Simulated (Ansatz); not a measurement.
## A computed series for InSb: pressure series

Consider InSb in the zinc blende structure (space group F-43m, No. 216; a = 6.556 Å).

Cell and atoms are relaxed at each pressure.

Level of theory: DFT with r2SCAN, PAW potentials and a 500 eV plane-wave cutoff in Ansatz (a first-principles code), no SOC.

```json
[
 {"pressure (GPa)": "-2", "volume per atom (Å³/atom)": "37.122"},
 {"pressure (GPa)": "-1", "volume per atom (Å³/atom)": "36.092"},
 {"pressure (GPa)": "0", "volume per atom (Å³/atom)": "35.222"},
 {"pressure (GPa)": "0.7", "volume per atom (Å³/atom)": "34.687"},
 {"pressure (GPa)": "1.5", "volume per atom (Å³/atom)": "34.117"},
 {"pressure (GPa)": "3", "volume per atom (Å³/atom)": "33.184"},
 {"pressure (GPa)": "5", "volume per atom (Å³/atom)": "?"},
 {"pressure (GPa)": "7.5", "volume per atom (Å³/atom)": "31.016"},
 {"pressure (GPa)": "10", "volume per atom (Å³/atom)": "30.083"}
]
```

**Question.** Fit the third-order Birch–Murnaghan form P(V) = (3B₀/2)[(V₀/V)^(7/3) − (V₀/V)^(5/3)]·[1 + (3/4)(B₀′ − 4)((V₀/V)^(2/3) − 1)] (squares taken in P) to the rows shown and predict the withheld row.

**Answer.** Least squares on the printed values gives V₀ = 35.228 Å³/atom, B₀ = 43.4 GPa, B₀′ = 4.8; this predicts 32.120 Å³/atom, and the run gives 32.122 Å³/atom, 0.002 higher.

Measured bulk modulus of InSb: 46.1 GPa (static lattice; corrected from measurement; as listed in Daniel Mejia-Rodriguez, S. B. Trickey, Phys. Rev. B (2018)); the computed value is 6 % below it.

Load acts through the strain it causes; cell and atoms are relaxed under it. No phonon test of stability was made. Tetrahedral semiconductors of this kind turn to denser phases somewhere between about 1 and 50 GPa; those were not computed, so compressed cells here can lie past the real transition. The final runs are not spin-polarised.
